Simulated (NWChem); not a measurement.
The numbers come from NWChem runs, not from measurements. System: CH3NO, charge 1, spin multiplicity 2, at the geometry of a parent with another charge or spin, in a state set for the comparison that need not be this species' ground state. Its SCF solution wasn't tested for a lower state. Level: UHF/def2-TZVPD.

Job file:

```
start mol
memory heap 200 mb stack 900 mb global 1100 mb
charge 1
geometry units angstroms nocenter noautoz
  N     -0.195007    -1.078773     0.000000
  C     -0.311513     0.276716     0.000000
  O      0.612100     1.058196     0.000000
  H      0.729372    -1.497024     0.000000
  H     -1.008869    -1.679870     0.000000
  H     -1.383168     0.602437     0.000000
  symmetry group Cs
end
basis spherical
  * library def2-tzvpd
end
scf
  uhf
  nopen 1
  maxiter 100
  thresh 1e-7
  semidirect memsize 60000000 filesize 0
  # guess.movecs holds the orbitals of an unrestricted PBE0 run
  vectors input guess.movecs output mol.movecs
end
task scf energy
```

Output (cleaned and shortened):

```
             Northwest Computational Chemistry Package (NWChem) 7.3.0
             --------------------------------------------------------

                                NWChem Input Module
                                -------------------

 Scaling coordinates for geometry "geometry" by  1.889725989
 (inverse scale =  0.529177249)

 Turning off AUTOSYM since
 SYMMETRY directive was detected!

                             Geometry "geometry" -> ""
                             -------------------------

 Output coordinates in angstroms (scale by  1.889725989 to convert to a.u.)

  No.       Tag          Charge          X              Y              Z
 ---- ---------------- ---------- -------------- -------------- --------------
    1 N                    7.0000    -0.19500700    -1.07877300     0.00000000
    2 C                    6.0000    -0.31151300     0.27671600     0.00000000
    3 O                    8.0000     0.61210000     1.05819600     0.00000000
    4 H                    1.0000     0.72937200    -1.49702400     0.00000000
    5 H                    1.0000    -1.00886900    -1.67987000     0.00000000
    6 H                    1.0000    -1.38316800     0.60243700     0.00000000

 Effective nuclear repulsion energy (a.u.)      71.0854478934

            Nuclear Dipole moment (a.u.)
            ----------------------------
        X                 Y               Z
 ---------------- ---------------- ----------------
     0.0000151178    -0.0000075589     0.0000000000

      Symmetry information
      --------------------

 Group name             Cs
 Group number              2
 Group order               2
 No. of unique centers     6

      Symmetry unique atoms

     1    2    3    4    5    6


 Summary of "ao basis" -> "" (spherical)
 ------------------------------------------------------------------------------
       Tag                 Description            Shells   Functions and Types
 ---------------- ------------------------------  ------  ---------------------
 *                         def2-tzvpd                 on all atoms

 Summary of "ao basis" -> "ao basis" (spherical)
[...]
         -42.661316042107          39.708881809019           0.000000000000
           0.000000000000           0.000000000000         184.159182543776

  Mulliken analysis of the total density
  --------------------------------------

    Atom       Charge   Shell Charges
 -----------   ------   -------------------------------------------------------
    1 N    7     7.27   0.82  1.16  0.50  0.83  0.12 -0.03  1.52  1.78  0.53  0.01  0.03 -0.01  0.00
    2 C    6     5.50   0.86  1.12  0.53  0.56  0.12  0.00  1.17  1.00 -0.03  0.05  0.13 -0.02  0.02
    3 O    8     8.06   0.79  1.18  0.61  1.00  0.33  0.02  1.78  1.81  0.48  0.01  0.00  0.03  0.00  0.00
    4 H    1     0.72   0.25  0.38  0.07  0.04 -0.01
    5 H    1     0.75   0.24  0.38  0.09  0.04 -0.00
    6 H    1     0.70   0.24  0.42  0.02  0.02 -0.01

  Mulliken analysis of the alpha density
  --------------------------------------

    Atom       Charge   Shell Charges
 -----------   ------   -------------------------------------------------------
    1 N    7     3.66   0.41  0.58  0.25  0.42  0.06 -0.01  0.77  0.90  0.27  0.00  0.02 -0.00  0.00
    2 C    6     2.67   0.43  0.56  0.26  0.27  0.06  0.00  0.55  0.46 -0.02  0.03  0.07 -0.01  0.01
    3 O    8     4.54   0.40  0.59  0.32  0.51  0.15  0.01  1.13  1.12  0.28  0.00  0.00  0.02  0.00  0.00
    4 H    1     0.36   0.12  0.19  0.04  0.02 -0.00
    5 H    1     0.38   0.12  0.19  0.05  0.02 -0.00
    6 H    1     0.39   0.13  0.24  0.01  0.01 -0.00

   Mulliken analysis of the beta density
   -------------------------------------

    Atom       Charge   Shell Charges
 -----------   ------   -------------------------------------------------------
    1 N    7     3.61   0.41  0.58  0.25  0.41  0.06 -0.02  0.75  0.88  0.27  0.00  0.02 -0.01  0.00
    2 C    6     2.83   0.43  0.56  0.27  0.29  0.06  0.00  0.61  0.54 -0.01  0.02  0.06 -0.01  0.01
    3 O    8     3.52   0.40  0.59  0.29  0.48  0.18  0.01  0.65  0.69  0.20  0.00  0.00  0.02  0.00  0.00
    4 H    1     0.36   0.12  0.19  0.03  0.02 -0.00
    5 H    1     0.37   0.12  0.19  0.05  0.02 -0.00
    6 H    1     0.31   0.11  0.18  0.01  0.01 -0.00

   Mulliken analysis of the spin density
   -------------------------------------

    Atom       Charge   Shell Charges
 -----------   ------   -------------------------------------------------------
    1 N    7     0.05   0.00 -0.00  0.01  0.01  0.00  0.00  0.02  0.02 -0.00  0.00 -0.00  0.00  0.00
    2 C    6    -0.15  -0.00  0.00 -0.01 -0.03  0.00 -0.00 -0.06 -0.07 -0.01  0.01  0.01  0.00  0.00
    3 O    8     1.02   0.00 -0.00  0.02  0.03 -0.03 -0.00  0.47  0.43  0.09  0.00 -0.00 -0.00 -0.00 -0.00
    4 H    1     0.00  -0.00  0.00  0.00 -0.00  0.00
    5 H    1     0.00   0.00  0.00 -0.00 -0.00 -0.00
    6 H    1     0.08   0.03  0.05 -0.00 -0.00  0.00

       Multipole analysis of the density wrt the origin
       ------------------------------------------------

     L   x y z        total         alpha         beta         nuclear
     -   - - -        -----         -----         ----         -------
     0   0 0 0      1.000000    -12.000000    -11.000000     24.000000

     1   1 0 0     -0.757666     -0.829760      0.072079      0.000015
     1   0 1 0     -0.676396     -1.270991      0.594602     -0.000008
     1   0 0 1     -0.000000     -0.000000     -0.000000      0.000000

     2   2 0 0     -7.722678    -18.126276    -15.696316     26.099914
     2   1 1 0     -0.471841    -11.624796     -9.940458     21.093413
     2   1 0 1      0.000000      0.000000      0.000000      0.000000
     2   0 2 0     -6.315593    -46.445891    -41.968089     82.098388
     2   0 1 1      0.000000      0.000000      0.000000      0.000000
     2   0 0 2    -12.462360     -6.321610     -6.140750      0.000000

 Task  times  cpu:        9.6s     wall:        9.6s

 Total times  cpu:        9.6s     wall:        9.6s
```
